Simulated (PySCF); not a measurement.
Molecule: `CCCC(=O)Cl`, C$_{4}$H$_{7}$ClO.

Numbering as in the mapped SMILES `[CH3:1][CH2:2][CH2:3][C:4](=[O:5])[Cl:6]` (H(Xn): hydrogen on atom n).

Geometry PBE0-D3(BJ)/def2-SVP throughout; GIAO in PySCF 2.14, gas phase, one conformer, non-relativistic; equivalent atoms averaged; basis pcSseg-1.

**Question.** How do the shifts δ (against TMS, H2O, HCl at the same level) depend on the functional? (ppm; last column core-seconds on 1 thread of an Arm Neoverse V1, shared host)

**Answer.** 
```csv
functional,kind,C4,C3,C2,C1,O5,Cl6,H(C3),H(C2),H(C1),core-s
HF,Hartree–Fock,180.5,46.1,17.5,14.2,602.4,371.1,2.28,1.42,0.99,5.9
LDA,LDA,188.2,56.0,20.8,13.1,592.4,536.9,2.78,1.48,0.89,17
PBE,GGA,181.9,53.8,22.4,14.9,572.3,494.4,2.70,1.48,0.92,20
BLYP,GGA,184.3,54.8,23.8,15.7,576.8,497.4,2.69,1.49,0.95,20
BP86,GGA,182.2,53.8,22.3,14.9,568.1,494.4,2.70,1.48,0.92,19
OPBE,GGA,173.5,50.2,21.8,15.0,546.7,464.4,2.69,1.51,0.91,20
```

**Question.** Which nucleus moves most, in ppm?

**Answer.** Cl6 (chlorine bonded to C): from 371.1 ppm with HF to 536.9 ppm with LDA. The smallest spread is 0.09 ppm, at H(C2). Proton shifts span only some 12 ppm, so a few tenths of a ppm matter as much there as several ppm in carbon.
